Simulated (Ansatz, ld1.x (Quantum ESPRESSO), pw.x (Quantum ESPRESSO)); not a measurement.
## palladium: one change to the PAW potential, in the atom and in the diamond crystal

Pd, PAW, made with ld1.x (Quantum ESPRESSO) 7.5 (LDA (PW92), scalar-relativistic). Core [Kr], reference 4d9.5 5s0 5p0 (charge +0.5). Waves: 5s (bound, empty): rcut 1.85, rcutus 2.50 bohr; 5s channel at 2.8 Ry: rcut 1.85, rcutus 2.50 bohr; 5p (bound, empty): rcut 3.05, rcutus 3.20 bohr; 5p channel at 0.45 Ry: rcut 3.05, rcutus 3.20 bohr; 4d (bound): rcut 1.65, rcutus 2.05 bohr; 4d channel at 3.55 Ry: rcut 1.65, rcutus 2.05 bohr. Local part: all-electron potential smoothed inside 2.60 bohr (lloc = -1). Core correction: Bessel-smoothed model core, default radius (core density twice the valence density). Augmentation charge: BESSEL, radius 1.80 bohr.

Change: local potential all-electron potential smoothed inside 3.04 bohr (lloc = -1).

Cutoffs, loose and tight: the cutoffs (Ry, on a coarse ladder) from which the occupation-weighted sum of valence levels, in a spherical-Bessel basis at the reference potential, stays within 10 and 1 mRy of its value at 400 Ry. They do not see the model core or the augmentation charge, which bear on the density cutoff. Test errors are all-electron minus pseudo excitation energies from the reference, over the configurations 4d10 5s0 5p0; 4d9 5s0 5p0; 4d8 5s0 5p0; 4d6 5s0 5p0; 4d8 5s1 5p0; 4d9 5s1 5p0; 4d7 5s0 5p0 (two spin-polarised tests are not counted in the largest error); variants that change the core or the reference have their own tests.

Crystal test: diamond Pd in pw.x 7.5, no spin, 8³ k-points, Fermi–Dirac smearing 0.01 Ry, cutoffs set for each file from its atomic test. The reference is all-electron LAPW (Ansatz 0.2.0) with the same functional, mesh and smearing; V0 and B0 come from Birch–Murnaghan fits to the pressures at five volumes. Errors are pseudo minus all-electron; Δ is the rms difference of the E(V) curves that follow from these fits, minima aligned, over ±6 % about the mean V0. Mesh and smearing are coarse, so the numbers serve the comparison and aren't converged zero-temperature values; the lattice is a test structure that the element need not adopt.

All-electron: a0 = 5.621 Å (V0 = 22.19 Å³/atom), B0 = 96.8 GPa.

Problem. Does the change bring the crystal closer to the all-electron result?

Solution. The mean pressure error goes from +0.56 to +11.18 GPa, so the change moves the solid further from the all-electron pressures.

```tsv
quantity	base	changed
outcome (atom)	generated	generated
cutoff, loose (atom)	25 Ry	25 Ry
cutoff, tight (atom)	40 Ry	40 Ry
bound ghosts (atom)	none	none
largest test error (meV) (atom)	-1274	-1350 over the solved tests; 1 of 9 tests not solved or not reliable
cutoffs in pw.x (Ry)	50/400	50/400
a0 (Å)	5.631	–
a0 error (%)	+0.19	–
B0 error (%)	-0.9	–
Δ (meV/atom)	2.7	–
mean pressure error (GPa)	+0.56	+11.18
```

A dash: not determined, or the minimum lies outside the volumes sampled.

Base: The largest radius (3.20 bohr) exceeds half the bond length (2.30 bohr), so the spheres overlap, which is one possible source of error among others. Changed file: The largest radius (3.20 bohr) exceeds half the bond length (2.30 bohr), so the spheres overlap, which is one possible source of error among others. This is a poor potential for the solid. Atomic configuration tests: 1 of 9 tests not solved or not reliable. The atomic cutoffs weigh occupied waves only.
